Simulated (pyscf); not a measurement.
H₃Ge–O–GeH₃ + HCl → Cl–GeH₃ + HO–GeH₃ (four-centre exchange; singlet surface; Ge–O, Cl–H broken, Cl–Ge, H–O formed). Single points on ωB97X-D3(BJ)/def2-SVP structures (PySCF, gas phase). Energies in eV from the separated reactants.

```csv
level,barrier,reaction energy
PBE/def2-TZVP,0.19,-0.48
r²SCAN/def2-TZVP,0.21,-0.43
B3LYP-D3(BJ)/def2-TZVP,0.22,-0.42
M06-2X/def2-TZVP,0.20,-0.37
ωB97M-D3(BJ)/def2-TZVP,0.27,-0.43
HF/def2-TZVP,0.74,-0.42
```

The functionals in the table span 0.08 eV in this barrier, from PBE to ωB97M-D3(BJ). On the reactant side the descent ends in a complex, 0.30 eV under the separated species and 0.53 eV under the saddle at ωB97X-D3(BJ)/def2-TZVP. On the product side the descent ends in a complex, 0.24 eV under the separated species and 0.89 eV under the saddle at ωB97X-D3(BJ)/def2-TZVP. This is the saddle that the search found; another between the same sides may lie lower. Elements up to Kr have no core potential and no relativistic terms here.
